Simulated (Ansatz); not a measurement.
Compare A (`CC1(O)NCS1`) with its isomer B (`CC(N)(O)C=S`).

Program: Ansatz. Geometries: PBE0-D4/def2-TZVP. ΔE: electronic, gas phase. CCSD(T)/CBS is the MP2 limit (def2-TZVPP, def2-QZVPP) plus CCSD(T) − MP2 in def2-TZVPP, frozen cores. DFT in def2-TZVPP. B3LYP here is the variant with VWN-RPA as its local correlation; programs differ in this. One conformer a species, not always the lowest.

**Question.** Which is lower in electronic energy at CCSD(T)/CBS, and by how much? (An estimate is asked.)

**Answer.** The calculation gave: B, by 3.9 kcal/mol.

**Question.** Give E(B) − E(A) in kcal/mol with CCSD(T)/def2-TZVPP, r2SCAN-D4, B3LYP, HF/def2-TZVPP, CCSD/def2-TZVPP, B3LYP-D4, B2PLYP. (Best estimate.)

**Answer.** Ansatz gave: CCSD(T)/def2-TZVPP -4.6, r2SCAN-D4 -2.6, B3LYP -4.7, HF/def2-TZVPP -4.3, CCSD/def2-TZVPP -4.0, B3LYP-D4 -4.3, B2PLYP -4.9. None reverses the order clearly.

Largest T1 diagnostic: 0.014.

From PBE to PBE0 (25 % exact exchange), in def2-TZVPP and without D4, E(B) − E(A) moves by +1.4 kcal/mol.
